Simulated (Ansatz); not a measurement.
# AlPN (sextet): the correlation ladder, def2-QZVPP

One table from this session's results is given with a row withheld; the runs are named, their logs left out.

Program: Ansatz 0.2.0, Gaussian basis. Level of theory: def2-QZVPP, core rule «outside noble gas», up to 11 orbitals frozen. These are calculated values, not measurements.

The runs, in order: UHF; ROHF; CCSD(T) on UHF.

### The system

The geometry is a PBE0/def2-TZVP stationary point (not a proven minimum) of the parent state, kept for this charge and spin.

3 atoms, charge 0, spin multiplicity 6.

Atoms are counted from 1 here; the program's logs count them from 0.

Bond lengths: Al1–P2 2.360 Å, Al1–N3 1.763 Å, P2–N3 1.687 Å. Angles: P2–Al1–N3 45.5°, Al1–P2–N3 48.2°, Al1–N3–P2 86.3°.

The first run:

File in.yaml:

```yaml
crystal:
  periodic: [false, false, false]
  atoms:
    - {symbol: Al, position_ang: [0.000000, 0.253448, 1.254324]}
    - {symbol: P, position_ang: [0.000000, 0.237157, -1.105408]}
    - {symbol: N, position_ang: [0.000000, -1.012664, 0.028204]}
basis:
  gaussian: {orbitals: "def2-QZVPP.json"}
magnetization: {spin_polarized: true, initial_magnetization: 5}
hamiltonian: {xc: hf}
output: {orbitals: {seedname: orbitals}}
```

Run with:

```
$ ansatz run in.yaml --threads 1 --pin off --events-out ev --progress --plain --max-ram 2393MiB
```

Among the steps run: UHF; ROHF; CCSD(T) on UHF.

One table of the session follows, with a row left open; its other results are not shown here.

It belongs to the step «Misses and costs». 

```
  method  from UCCSD(T) (meV)
    ROHF                    ?
     UHF              +9827.9
    UMP2              +1267.3
   UCCSD               +490.3
UCCSD(T)                    0
```

**Question.** Estimate the row for ROHF.

**Answer.** from UCCSD(T) (meV): +10229.2. In the column «from UCCSD(T) (meV)» it is the highest.
